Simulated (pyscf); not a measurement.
Structures and frequencies: ωB97X-D3(BJ)/def2-SVP in PySCF. MP2 and CC: frozen core, UHF for open shells. ΔMP2 is the change of the MP2 total energy from the triple- to the quadruple-zeta basis.

Question: Estimate the classical barrier height and the reaction energy of `[BH2][NH][SiH3]` + `[ClH]` → `[NH2][SiH3]` + `[BH2][Cl]` at CCSD(T)/def2-TZVPP + ΔMP2(QZVPP). The step runs on the singlet surface, breaks B–N, Cl–H and forms H–N, B–Cl; take the separated reactants as zero.

Answer: ΔE‡ = 15.9 kcal/mol, ΔE = +11.1 kcal/mol. Zero-point energy shifts the barrier by +0.4 kcal/mol. It is a four-centre exchange, with an imaginary mode of 1133i cm⁻¹. On the product side the descent ends in an adduct with a B–N contact (not fully relaxed), 26.8 kcal/mol under the separated species and 30.0 kcal/mol under the saddle at ωB97X-D3(BJ)/def2-TZVP. What is counted as broken (B–N) persists as a longer contact in the product adduct; parting that adduct is a step of its own. At ωB97X-D3(BJ)/def2-TZVP the barrier from the zero used here is 13.7 kcal/mol. This is the saddle that the search found; another between the same sides may lie lower. The CCSD(T) − MP2 part came from Ansatz, without density fitting, on the same reference.
